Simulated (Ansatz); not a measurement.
What does this script print? It uses the Ansatz DFT code, driven from Python.

`b2h4o.xyz`
```text
7

B    -1.00320    0.10660   -0.48280
O    -0.45670   -0.51900    0.65990
B     0.94590   -0.22850    0.56000
H    -1.11980   -0.42490   -1.51460
H    -1.46190    1.24790   -0.41170
H     1.43000    0.72700    1.12760
H     1.72700   -0.97730    0.01600
```

`scan_b2h4o.py`
```python
"""Stretching a bond of B2H4O, the rest held rigid."""

import warnings

import ansatz as az
import numpy as np

warnings.simplefilter("ignore", az.DeckWarning)

b2h4o = az.Crystal.molecule_from_extxyz("b2h4o.xyz")

symbols = [site.symbol for site in b2h4o.cartesian_sites]
start = np.array([site.position_ang for site in b2h4o.cartesian_sites])
axis = (start[2] - start[1]) / np.linalg.norm(start[2] - start[1])
moving = [2, 5, 6]
lengths, energies = [1.22, 1.32, 1.44, 1.58, 1.79, 2.15, 2.58, 3.16], []
for length in lengths:
    xyz = start.copy()
    xyz[moving] += (length - np.linalg.norm(start[2] - start[1])) * axis
    point = az.Crystal.molecule()
    for symbol, place in zip(symbols, xyz):
        point = point.atom(symbol, place.tolist())
    setup = (
        point.calculation()
        .basis(gaussian="6-31G*")
        .functional("r2scan0")
        .spin("collinear")
    )
    data = setup.run(threads=1).report
    energies.append(data["free_energy_ev"])
    print(f"r = {length:6.3f} A  E = {energies[-1]:.5f} eV  <S^2> = {abs(data['mean_field']['state']['spin_squared']):.3f}")

print("energy above the lowest point (eV):", [round(e - min(energies), 3) for e in energies])
```

```console
$ python scan_b2h4o.py
r =  1.220 A  E = -3461.81779 eV  <S^2> = 0.000
r =  1.320 A  E = -3462.40343 eV  <S^2> = 0.000
r =  1.440 A  E = -3462.40218 eV  <S^2> = 0.000
r =  1.580 A  E = -3461.92069 eV  <S^2> = 0.000
r =  1.790 A  E = -3460.85602 eV  <S^2> = 0.000
r =  2.150 A  E = -3459.02889 eV  <S^2> = 0.000
r =  2.580 A  E = -3457.49029 eV  <S^2> = 0.586
r =  3.160 A  E = -3457.52936 eV  <S^2> = 1.011
energy above the lowest point (eV): [0.586, 0.0, 0.001, 0.483, 1.547, 3.375, 4.913, 4.874]
```

What to keep in mind:
- Total energies depend on the basis set; only differences at equal settings carry meaning.
- The rest of the molecule is held rigid at a force-field or estimated start geometry, and the basis set is modest; single-reference methods fail as a bond breaks.
- The expectation value of S² is noticeably off S(S+1) in at least one run, so that state is spin-contaminated.
- It ran for 43 s on 1 thread of Arm Neoverse V1 (shared host), peak memory 0.22 GiB.

(Lines on the test bed's own set-up are left out of the output.)
